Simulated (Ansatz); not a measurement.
# SiF− (singlet): wave-function methods side by side at distance Si1–F2 = 1.497 Å, aug-cc-pVDZ

An exercise on one series of results from a longer session: the logs are not shown, and one member is left open.

Computed with Ansatz 0.2.0, Gaussian basis. Level: aug-cc-pVDZ, core rule «outside noble gas», up to 6 orbitals frozen.

The runs, in order: UHF; CCSD(T) on RHF; CCSD(T) on UHF; BCCD(T) on RHF; CISD; CCSDT(Q) on RHF; CCSDT(Q) on UHF; CASSCF and MRCISD+Q, 2 electrons in 2 orbitals; CASSCF and NEVPT2, 2 electrons in 2 orbitals.

35 further runs of the same task are left out: 18 for a known fault of the program, 2 for a mislabelled method, 9 that didn't finish, 6 set aside as unsound or not needed.

### The system

The geometry derives from a PBE0/def2-TZVPD stationary point (not a proven minimum). One bond is set to the value named and the two fragments are kept rigid.

2 atoms, charge -1, spin multiplicity 1.

Atoms are counted from 1 here; the program's logs count them from 0.

Bond lengths: Si1–F2 1.497 Å.

Set-up of the first run:

Contents of in.yaml:

```yaml
crystal:
  periodic: [false, false, false]
  atoms:
    - {symbol: Si, position_ang: [0.000000, 0.000000, 0.000000]}
    - {symbol: F, position_ang: [0.000000, 0.000000, 1.497000]}
basis:
  gaussian: {orbitals: aug-cc-pVDZ}
total_charge: -1
magnetization: {spin_polarized: true, initial_magnetization: 0}
hamiltonian: {xc: hf}
output: {orbitals: {seedname: orbitals}}
```

The run is started by

```sh
ansatz run in.yaml --threads 1 --pin off --events-out ev --progress --plain --max-ram 2393MiB
```

Among the steps run: UHF; CCSD(T) on RHF; CCSD(T) on UHF; BCCD(T) on RHF; CISD; CCSDT(Q) on RHF; CCSDT(Q) on UHF; CASSCF and MRCISD+Q, 2 electrons in 2 orbitals; CASSCF and NEVPT2, 2 electrons in 2 orbitals.

One of the session's tables, all rows but one given; the rest of the session is left out.

```
   method  from RCCSDT(Q) (meV)
      RHF               +8829.4
      UHF               +7846.2
     RMP2                +980.7
     UMP2                +456.4
     CISD               +1195.8
    RCCSD                +430.3
    UCCSD                 -66.1
 RCCSD(T)                +177.6
 UCCSD(T)                -306.5
  BCCD(T)                     ?
   RCCSDT                 +73.2
   UCCSDT                -485.8
RCCSDT(Q)                     0
UCCSDT(Q)                -565.0
```

Q: Estimate the row for BCCD(T) from the others.

As computed: from RCCSDT(Q) (meV): +172.4. In the column «from RCCSDT(Q) (meV)» it lies between RCCSDT (+73.2) and RCCSD(T) (+177.6).

Left out of the table: CASSCF pair, NEVPT2 pair, MRCISD pair, MRCISD+Q pair (the active space lost an orbital or holds another state than full CI finds).

Limits of these values: The determinant is far from a pure spin state, so its energy mixes those of several spin states (harmless only where they are near-degenerate, as at dissociation). The report flags that the cluster equations may have other roots. The program flags UCCSD(T), RCCSDT(Q), UCCSDT(Q) as in doubt, so the zero of the table is itself unsure. Warnings: restricted reference is unstable; spin contamination. Restricted and unrestricted rows rest on different reference determinants; where their highest levels disagree by more than a few hundredths of an eV, they describe different states and don't form one ladder. Warnings in the runs' records: passed over end.
